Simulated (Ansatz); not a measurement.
Input file:

```yaml
crystal:
  periodic: [false, false, false]
  atoms:
    - {symbol: Al, position_ang: [0.000000, 0.000000, -0.218333]}
    - {symbol: As, position_ang: [0.000000, 0.000000, 2.020067]}
    - {symbol: H, position_ang: [0.000000, 0.000000, -1.801733]}
basis:
  gaussian: {orbitals: STO-3G}
total_charge: 1
magnetization: {spin_polarized: false, initial_magnetization: 2}
hamiltonian: {xc: hf}
accuracy: high
scf: {lower_state_search: off}
output: {forces: true, orbitals: {seedname: orbitals}}
```

```sh
$ ansatz run in.yaml --threads 1 --pin off --events-out ev --progress --plain --max-ram 2393MiB
```

Log:

```
these checks for a lower state are left out or cut short: stability, starts, cluster_reference, orbital_swaps, neighbouring_geometries, increment
391 factors; integrals over basis functions are off by at most 4.0e-8 eV
mean field evaluation 1: about -66631.9673 eV, gradient 1.3e1 eV
mean field evaluation 2: about -66631.9765 eV, gradient 1.3e1 eV
mean field evaluation 4: about -66632.8129 eV, gradient 1.4e0 eV
mean field evaluation 8: about -66632.8232 eV, gradient 3.1e-7 eV
mean field -66632.82320383 eV, -2448.7110873912 hartree, gradient 1.6e-8 eV, S^2 2.000000; 0 other end points of the search recorded, 0 dependent functions left out
the calculation of the forces begins
reference -66632.82320383 eV, -2448.7110873912 hartree; 24, 22 occupied and 4, 6 virtual orbitals, 391 factors
Total energy: -66632.82320383 eV, -2448.7110873912 hartree
Atom 0 at     0.000000     0.000000    -0.218333 Å, force     0.000000    -0.000000    -4.100616 eV/Å
Atom 1 at     0.000000     0.000000     2.020067 Å, force    -0.000000     0.000000     1.703715 eV/Å
Atom 2 at     0.000000     0.000000    -1.801733 Å, force     0.000000    -0.000000     2.396901 eV/Å
Dipole moment:    -0.000000     0.000000    -1.218389 e Å
Checks for a lower state left out: stability, starts, cluster_reference, orbital_swaps, neighbouring_geometries, increment
```

Forces (eV/Å):
```
Al   0.000  0.000 -4.101
As   0.000  0.000  1.704
H    0.000  0.000  2.397
```

Ran on 1 thread of Intel Xeon Platinum 8488C, shared host: 0.42 s wall, 0.08 GiB peak host memory.
